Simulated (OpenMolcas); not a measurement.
# NO+ (SMILES N#[O+]), step by step

We compute the energy (UHF/STO-3G), then a single-point energy (CASSCF(4,4)/STO-3G), then a single-point energy (CASPT2(4,4)/STO-3G), then the energy (SC-NEVPT2(4,4)/STO-3G), then a single-point energy (MRCI(4,4)/STO-3G) of NO+. 

Program for the calculation: OpenMolcas 26.06.

3 further runs of the same task are left out: 1 for a known fault of the program, 2 set aside as unsound or not needed.

### Step 1. The molecule

NO+: 2 atoms, total charge +1, spin state singlet. SMILES: `N#[O+]`. The N1–O2 distance was set to 1.329 Å, away from the relaxed value.

Bond lengths: N1–O2 1.329 Å.

### Step 2. A single-point energy at UHF/STO-3G (run 1)

Input file step1.input:

```
&GATEWAY
  BasLib=$CurrDir
  Coord
  2
  angstrom
  N        0.000000       0.000000      -0.265780
  O        0.000000       0.000000       1.063220
  Basis=STO-3G
  Group=NoSym

&SEWARD

&SCF
  UHF
  Charge=1
  Scramble=0.25
  PrOrbitals=1 1
```

The basis set STO-3G is read from a file made from the Basis Set Exchange's data (not shown).

The run is started by

```sh
$ export MOLCAS_MEM=1860
$ pymolcas step1.input > step1.log
```

Output:

```text
--- Start Module: gateway ---
[...]
--- Stop Module: gateway /rc=_RC_ALL_IS_WELL_ ---
--- Start Module: seward ---
[...]
      Basis functions           10
--- Stop Module: seward /rc=_RC_ALL_IS_WELL_ ---
--- Start Module: scf ---
[...]
       Convergence after  23 Iterations
[...]
::    Total SCF energy                               -127.2225961867
[...]
      Total spin, S                                     0.7963050663
[...]
      Total electronic charge=   14.000000
      Total            charge=    1.000000
[...]
      Dipole Moment (debye):
      Origin of the operator (angstrom)=    0.0000    0.0000    0.4428
                   X=  1.3493E-06               Y=  7.2789E-06               Z=  3.5341E-01           Total=  3.5341E-01
      Center of Charge (angstrom)
[...]
--- Stop Module: scf /rc=_RC_ALL_IS_WELL_ ---
[...]
```

Run time: 1.8 s. Hardware: 1 thread of Arm Neoverse V1, shared host; peak memory 0.37 GiB.

### Step 3. The energy at CASSCF(4,4)/STO-3G (run 2)

Input file step2.inp:

```
&GATEWAY
 BASLIB
 $CurrDir
 COORD
 2
 angstrom
 N        0.000000       0.000000      -0.265780
 O        0.000000       0.000000       1.063220
 BASIS
 STO-3G
 GROUP
 NoSym

&SEWARD

&RASSCF
 FILEORB
 $CurrDir/step1.UnaOrb
 SPIN
 1
 NACTEL
 4 0 0
 INACTIVE
 5
 RAS2
 4
 ORBLISTING
 Nothing
 ORBAPPEAR
 Compact
```

The basis set STO-3G is read from a file made from the Basis Set Exchange's data (not shown).

The run is started by

```sh
$ export MOLCAS_MEM=1860
$ pymolcas step2.inp > step2.log
```

Output:

```text
--- Start Module: gateway ---
[...]
--- Stop Module: gateway /rc=_RC_ALL_IS_WELL_ ---
--- Start Module: seward ---
[...]
      Basis functions           10
--- Stop Module: seward /rc=_RC_ALL_IS_WELL_ ---
--- Start Module: rasscf ---
[...]
      Number of active orbitals                  4
[...]
      Spin quantum number                      0.0
[...]
      Active orbitals                            4
[...]
      Number of CSFs                            20
[...]
      Number of root(s) required                 1
[...]
      Convergence after 22 iterations
[...]
      printout of CI-coefficients larger than  0.05 for root  1
      energy=    -127.305448
      conf/sym  1111     Coeff  Weight
             1  2200  -0.90646 0.82168
             6  2020   0.23804 0.05666
            10  udud  -0.20645 0.04262
            14  0202   0.23804 0.05666
            15  uudd  -0.08247 0.00680
            20  0022  -0.10579 0.01119
      Natural orbitals and occupation numbers for root  1
      sym 1:   1.809955   1.809955   0.190045   0.190045
      ************************************************************************************************************************
      *                                                    Final results                                                     *
[...]
::    RASSCF root number  1 Total energy:   -127.30544751
[...]
      Total electronic charge=   14.000000
      Total            charge=    1.000000
[...]
      Dipole Moment (debye):
      Origin of the operator (angstrom)=    0.0000    0.0000    0.4428
                   X=  1.3895E-08               Y=  2.8391E-07               Z= -7.7947E-02           Total=  7.7947E-02
      Center of Charge (angstrom)
[...]
--- Stop Module: rasscf /rc=_RC_ALL_IS_WELL_ ---
[...]
```

Run time: 1.8 s. Hardware: 1 thread of Arm Neoverse V1, shared host; peak memory 0.37 GiB.

### Step 4. The energy at CASPT2(4,4)/STO-3G (run 3)

Input file step3.input:

```
&GATEWAY
 BASLIB
 $CurrDir
 COORD
 2
 angstrom
 N        0.000000       0.000000      -0.265780
 O        0.000000       0.000000       1.063220
 BASIS
 STO-3G
 GROUP
 NoSym

&SEWARD

&RASSCF
 FILEORB
 $CurrDir/step2.RasOrb
 SPIN
 1
 NACTEL
 4 0 0
 INACTIVE
 5
 RAS2
 4
 ORBLISTING
 Nothing
 ORBAPPEAR
 Compact

&CASPT2
 IMAGINARY
 0.1
 FROZEN
 2
```

The basis set STO-3G is read from a file made from the Basis Set Exchange's data (not shown).

The run is started by

```sh
$ export MOLCAS_MEM=1860
$ pymolcas step3.input > step3.log
```

Output:

```text
--- Start Module: gateway ---

                                              &GATEWAY

                       available to each process: 1.9 GB of memory, 1 thread

 Basis Set     1 Label: N.STO-3G
 Basis set is read from library:.
 basistype.tbl is not found

 Basis Set     2 Label: O.STO-3G
 Basis set is read from library:.
 basistype.tbl is not found

++    Symmetry information:
      ---------------------

                    Character Table for C1

                             E
                    a        1  x, y, xy, Rz, z, xz, Ry, yz, Rx, I
--

++    Basis set information:
      ----------------------

      Basis set label: N.STO-3G.........

      Electronic valence basis set:
      ------------------
      Associated Effective Charge   7.000000 au
      Associated Actual Charge      7.000000 au
      Nuclear Model: Point charge

      Shell  nPrim  nBasis  Cartesian Spherical Contaminant
         s       6       2        X
         p       3       1        X

      Basis set label: O.STO-3G.........

[... 72 lines left out ...]
      Nuclear repulsion energy =   22.29791105
[... 77 lines left out ...]
      Convergence after  4 iterations
[... 10 lines left out ...]
      printout of CI-coefficients larger than  0.05 for root  1
[... 1 line left out ...]
      conf/sym  1111     Coeff  Weight
[... 11 lines left out ...]
      *                                                    Final results                                                     *
[... 6 lines left out ...]
      RASSCF energy for state  1                   -127.30544752
[... 12 lines left out ...]
::    RASSCF root number  1 Total energy:   -127.30544752
[... 29 lines left out ...]
      Dipole Moment (debye):
[... 15 lines left out ...]
      Spin density orbitals for root   1 are written to the SPDORB.1 file
[... 52 lines left out ...]
      Imaginary shift                            0.10
[... 3 lines left out ...]
--------------------------------------------------------------------------------
 Estimated memory requirements:
  POLY3 :                   250840
  RHS:                      252592
  SIGMA :                   250768
  PRPCTL:                        0
 Available workspace:    232490338

++ CASPT2 computation for group   1

********************************************************************************
 Multi-State initialization phase begins for group   1
--------------------------------------------------------------------------------
********************************************************************************
 Compute H0 matrices for state    1
--------------------------------------------------------------------------------
--------------------------------------------------------------------------------
 H0 matrices have been computed.

********************************************************************************
  CASPT2 EQUATION SOLUTION
--------------------------------------------------------------------------------
 Invalid disk address                    -8
 I/O error in DaFile_checkarg
 Unit =                    45

--- Stop Module: caspt2 /rc=-6 ---

.########################.
.# Non-zero return code #.
.########################.

    Timing: Wall=1.33 User=1.02 System=0.31
```

It took 1.6 s on 1 thread of Arm Neoverse V1, shared host; peak memory 0.37 GiB.

The job broke off with an error.

### Step 5. A single-point energy at SC-NEVPT2(4,4)/STO-3G (run 4)

Input file step4.inp:

```
>>> EXPORT MOLCAS_PRINT=2

&gateway
 baslib = $CurrDir
 coord
 2
 angstrom
 N        0.000000       0.000000      -0.265780
 O        0.000000       0.000000       1.063220
 basis = STO-3G
 group = NoSym

&seward

&rasscf
 fileorb = $CurrDir/step2.RasOrb
 spin = 1
 nactel = 4 0 0
 inactive = 5
 ras2 = 4
 orblisting = Nothing
 orbappear = Compact

&caspt2
 sc-nevpt2
 frozen = 2
```

The basis set STO-3G is read from a file made from the Basis Set Exchange's data (not shown).

The run is started by

```sh
$ export MOLCAS_MEM=1860
$ pymolcas step4.inp > step4.log
```

Output:

```text
--- Start Module: gateway ---
[...]
--- Stop Module: gateway /rc=_RC_ALL_IS_WELL_ ---
[...]
      Basis functions           10
[...]
--- Start Module: rasscf ---
[...]
      Number of active orbitals                  4
[...]
      Spin quantum number                      0.0
[...]
      Active orbitals                            4
[...]
      Number of CSFs                            20
[...]
      Number of root(s) required                 1
[...]
      Convergence after  4 iterations
[...]
      printout of CI-coefficients larger than  0.05 for root  1
      energy=    -127.305448
      conf/sym  1111     Coeff  Weight
             1  2200  -0.90648 0.82170
             6  2020   0.23802 0.05665
            10  udud  -0.20643 0.04261
            14  0202   0.23802 0.05665
            15  uudd  -0.08250 0.00681
            20  0022  -0.10576 0.01119
      Natural orbitals and occupation numbers for root  1
      sym 1:   1.809987   1.809987   0.190013   0.190013
      ************************************************************************************************************************
      *                                                    Final results                                                     *
[...]
::    RASSCF root number  1 Total energy:   -127.30544752
[...]
      Total electronic charge=   14.000000
      Total            charge=    1.000000
[...]
      Dipole Moment (debye):
      Origin of the operator (angstrom)=    0.0000    0.0000    0.4428
                   X=  3.1081E-08               Y=  2.1010E-07               Z= -7.7775E-02           Total=  7.7775E-02
      Center of Charge (angstrom)
[...]
--- Stop Module: rasscf /rc=_RC_ALL_IS_WELL_ ---
--- Start Module: caspt2 ---
[...]
 ###    WARNING: User changed nr of frozen orbitals.                         ###
 ###############################################################################
[...]
      E2 (Variational):          -0.0700962818
[...]
      E2 (Variational):          -0.0696600347
      Total energy:            -127.3751075569
[...]
      Reference weight:           0.96639
[...]
::    SC-NEVPT2 Root  1     Total energy:   -127.37510756
[...]
--- Stop Module: caspt2 /rc=_RC_ALL_IS_WELL_ ---
[...]
```

Run time: 1.6 s. Hardware: 1 thread of Arm Neoverse V1, shared host; peak memory 0.37 GiB.

### Step 6. The energy at MRCI(4,4)/STO-3G (run 5)

Input file step5.input:

```
* NO MRCI
&gateway
baslib
$CurrDir
coord
2
angstrom
N        0.000000       0.000000      -0.265780
O        0.000000       0.000000       1.063220
basis
STO-3G
group
NoSym
&seward
&rasscf
fileorb
$CurrDir/step2.RasOrb
spin
1
nactel
4 0 0
inactive
5
ras2
4
orblisting
Nothing
orbappear
Compact
&motra
lumorb
frozen
2
&guga
electrons
10
spin
1
inactive
3
active
4
ciall
1
&mrci
sdci
```

The basis set STO-3G is read from a file made from the Basis Set Exchange's data (not shown).

The run is started by

```sh
$ export MOLCAS_MEM=1860
$ pymolcas step5.input > step5.log
```

Output:

```text
--- Start Module: gateway ---
[...]
--- Stop Module: gateway /rc=_RC_ALL_IS_WELL_ ---
[...]
      Basis functions           10
[...]
      Number of active orbitals                  4
[...]
      Spin quantum number                      0.0
[...]
      Active orbitals                            4
[...]
      Number of CSFs                            20
[...]
      Number of root(s) required                 1
[...]
      Convergence after  4 iterations
[...]
      printout of CI-coefficients larger than  0.05 for root  1
      energy=    -127.305448
      conf/sym  1111     Coeff  Weight
             1  2200  -0.90648 0.82170
             6  2020   0.23802 0.05665
            10  udud  -0.20643 0.04261
            14  0202   0.23802 0.05665
            15  uudd  -0.08250 0.00681
            20  0022  -0.10576 0.01119
      Natural orbitals and occupation numbers for root  1
      sym 1:   1.809987   1.809987   0.190013   0.190013
      ************************************************************************************************************************
      *                                                    Final results                                                     *
[...]
::    RASSCF root number  1 Total energy:   -127.30544752
[...]
      Dipole Moment (debye):
      Origin of the operator (angstrom)=    0.0000    0.0000    0.4428
                   X=  3.1081E-08               Y=  2.1010E-07               Z= -7.7775E-02           Total=  7.7775E-02
      Center of Charge (angstrom)
[...]
      *** WARNING: Default frozen orbitals is overwritten by user input.
      *** Default values:   2
[...]
--- Start Module: guga ---
[...]
--- Stop Module: guga /rc=_RC_ALL_IS_WELL_ ---
--- Start Module: mrci ---
[...]
       (But an ACPF correction will be computed)
       USE THE DEFAULT ACPF G-VALUE GFAC=  0.20000000000000001
[...]
                      CI ENERGY:  -127.39413525
[...]
                ACPF CORRECTION:    -0.00426891
[...]
      Total electronic charge=   14.000000
      Total            charge=    1.000000
[...]
     ACPF CORRECTION:     -0.00426891
[...]
  CI State   1     Total energy:   -127.39413525     QDav:     -0.00540113     QACPF:     -0.00426891
[...]
--- Stop Module: mrci /rc=_RC_ALL_IS_WELL_ ---
[...]
```

It took 1.8 s on 1 thread of Arm Neoverse V1, shared host; peak memory 0.37 GiB.

### Step 7. What came out

```
                                  quantity                value
           run 1, UHF/STO-3G: total energy        -127.22260 Eh
            run 1, UHF/STO-3G: HOMO energy            -26.86 eV
            run 1, UHF/STO-3G: LUMO energy             -7.62 eV
          run 1, UHF/STO-3G: HOMO–LUMO gap             19.24 eV
                   run 1, UHF/STO-3G: ⟨S²⟩                1.430
   run 2, CASSCF(4,4)/STO-3G: total energy        -127.30545 Eh
run 4, SC-NEVPT2(4,4)/STO-3G: total energy        -127.37511 Eh
     run 5, MRCI(4,4)/STO-3G: total energy        -127.39414 Eh
                 run 3, CASPT2(4,4)/STO-3G  no result (crashed)
```

⟨S²⟩ (run 1, UHF/STO-3G) is 1.43 where a pure singlet has 0.00: the reference is spin-contaminated. 1 of the 5 runs did not end normally.
